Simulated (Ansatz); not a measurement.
`O=C(O)CS` + ethylene → `C=CCC(=O)O` + H₂S  (formal exchange of groups at a C–S bond)

Computed with Ansatz on PBE0-D4/def2-TZVP structures; ΔE is electronic, products minus reactants. CBS: MP2 limit from def2 TZ/QZ plus the TZ coupled-cluster correction, frozen cores. This one scheme is used for every species. DFT in def2-TZVPP. B3LYP here is the variant with VWN-RPA as its local correlation; programs differ in this. HSE06 is defined as in plane-wave codes. Each species was taken in one conformer, which may not be the lowest.

`O=C(O)CS`:

```xyz
9

O     1.610    1.087   -0.324
C     0.511    0.674   -0.080
O    -0.309    1.251    0.815
C    -0.125   -0.531   -0.712
S    -0.175   -1.937    0.430
H     0.176    1.995    1.198
H     0.494   -0.844   -1.550
H    -1.129   -0.298   -1.066
H    -1.053   -1.397    1.289
```

`C=C`:

```xyz
6

C     0.580    0.132   -0.290
C    -0.580   -0.132    0.290
H     0.635    0.620   -1.257
H     1.523   -0.130    0.177
H    -0.635   -0.620    1.257
H    -1.523    0.130   -0.177
```

`C=CCC(=O)O`:

Z-matrix (Å, degrees):
```
C
C 1 1.491
C 1 1.505 2 113.1
H 1 1.099 2 110.5 3 118.1
H 1 1.092 2 112.0 3 -124.1
C 2 1.324 1 123.9 3 132.6
H 2 1.086 1 115.9 3 -47.2
O 3 1.199 1 125.9 2 16.8
O 3 1.344 1 111.3 2 -164.6
H 6 1.083 2 121.3 1 179.3
H 6 1.086 2 121.7 1 -0.8
H 9 0.968 3 106.6 1 -178.0
```

H₂S:

Cartesian coordinates in Å:
```
S 0.360 -0.491 0.113
H -0.964 -0.318 -0.008
H 0.605 0.809 -0.105
```

(1) Is it downhill or uphill in electronic energy at CCSD(T)/CBS, and by how much? (Best estimate.)

(2) What do these levels give: r2SCAN-D4, B97M-V, B3LYP-D4, ωB97X-V, B2PLYP, B3LYP, HSE06, BHLYP, LC-ωPBE, RPA@PBE/def2-TZVPP, MP2/def2-TZVPP, MP2/def2-QZVPP? (Estimate.)

Largest T1 diagnostic among the species: 0.014.

Answers

(1) The calculation gave: Downhill: ΔE = -6.8 kcal/mol.

(2) Computed: r2SCAN-D4 -6.9, B97M-V -7.5, B3LYP-D4 -6.3, ωB97X-V -6.9, B2PLYP -6.6, B3LYP -6.4, HSE06 -6.9, BHLYP -7.0, LC-ωPBE -7.4, RPA@PBE/def2-TZVPP -6.8, MP2/def2-TZVPP -7.1, MP2/def2-QZVPP -6.9 kcal/mol.

At CCSD(T), def2-SVP lies −2.1 kcal/mol from the extrapolated value and def2-TZVPP −0.4 kcal/mol. Leaving LDA and LC-ωPBE aside and taking each functional with its dispersion term where it has one, the values, not all of them listed here, spread over 1.9 kcal/mol, from B97M-V to BLYP-D4. LDA lies −2.3 kcal/mol from PBE without D4.
